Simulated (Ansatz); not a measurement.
# A basis-limit estimate, worked out

An elementary step of CH3F2 (charge -1), closed shell ([CH₃F ([CH3][F]) + F]⁻ → [CH₃F ([CH3][F]) + F]⁻; F–C broken or loosened, C–F formed or tightened). “Start” and “end” are the PBE0-D4/def2-TZVPD structures reached by relaxing down either side of its saddle point, with the molecules still in contact.

Computed with Ansatz 0.2.0 (basis: def2-TZVPPD and def2-QZVPPD); correlated methods freeze the cores.

Energies in eV:

| quantity | end | start |
| --- | --- | --- |
| Hartree–Fock, triple zeta (X = 3) | -6492.01919 | -6492.01909 |
| Hartree–Fock, quadruple zeta (X = 4) | -6492.26967 | -6492.26958 |
| MP2 correlation, X = 3 | -19.71052 | -19.71058 |
| MP2 correlation, X = 4 | -21.30869 | -21.30877 |
| CCSD(T) correlation, X = 3 | -20.65714 | -20.65721 |

Q: Work out the step energy at the basis limit: extrapolate Hartree–Fock as E(X) = E∞ + A exp(−7.88 √X) and the MP2 correlation as E(X) = E∞ + B X^−2.97 (the exponents that Neese and Valeev fitted for def2-TZVPP and QZVPP, reused here for the diffuse sets), then add CCSD(T) − MP2 in triple zeta.

A: Each step is linear, so take the differences first (end − start): Hartree–Fock -0.00010 (X = 3) and -0.00009 (X = 4); MP2 correlation 0.00006 and 0.00008; CCSD(T) correlation 0.00007.
Two points give E∞ = E(4) + w [E(4) − E(3)], with w = 1/(exp(7.88 (2 − √3)) − 1) = 0.1377 for Hartree–Fock and w = 1/((4/3)^2.97 − 1) = 0.7407 for the correlation.
Hartree–Fock: -0.00009 + 0.1377 × 0.00001 = -0.0001 eV.
MP2 correlation: 0.00008 + 0.7407 × 0.00002 = 0.0001 eV.
CCSD(T) − MP2: 0.00007 − 0.00006 = 0.0000 eV.
Sum: -0.0001 + 0.0001 + 0.0000 = 0.0000 eV, or 0.00 kcal/mol. Plain CCSD(T) in triple zeta gives 0.0000 eV, so the larger basis shifts the result by 0.0000 eV.

No T1 diagnostic of these runs exceeds 0.020.

Labels in which every atom is bracketed show which atoms are joined, not bond orders.

For scale, one of the runs: CCSD(T)/def2-TZVPPD, 168 basis functions, launched by `ansatz run in.yaml --threads 2 --pin off --events-out ev --progress --plain --max-ram 4352MiB`. Hardware: 2 CPU threads of an Arm Neoverse N1, shared host. Wall time 23 s; peak host memory 1.1 GiB.
